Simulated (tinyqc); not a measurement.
Worked calculation: UHF in the sto-3g basis, for BH, spin multiplicity 3. This run ends on a higher stationary point, not on the lowest solution. One step of it, computed by the program tinyqc.

Task: Orthogonalisation. S = U s U^T; symmetric (Loewdin) form X = U s^(-1/2) U^T, so that X^T S X = 1.

overlap S, lower triangle:
```
           1B 1s     1B 2s    1B 2px    1B 2py    1B 2pz     2H 1s
1B 1s   1.000000
1B 2s   0.269328  1.000000
1B 2px  0.000000  0.000000  1.000000
1B 2py  0.000000  0.000000  0.000000  1.000000
1B 2pz  0.000000  0.000000  0.000000  0.000000  1.000000
2H 1s   0.058002  0.445342  0.000000  0.000000  0.467276  1.000000
```

Give: eigenvalues of S; X.

Result:

eigenvalues of S: 0.3404  0.7966  1.0000  1.0000  1.1704  1.6926

X, lower triangle:
```
          1B 1s    1B 2s  1B 2px  1B 2py   1B 2pz   2H 1s
1B 1s    1.0303
1B 2s   -0.1534   1.1445
1B 2px   0.0000   0.0000  1.0000
1B 2py   0.0000   0.0000  0.0000  1.0000
1B 2pz  -0.0124   0.1182  0.0000  0.0000   1.1207
2H 1s    0.0276  -0.3186  0.0000  0.0000  -0.3268  1.2319
```
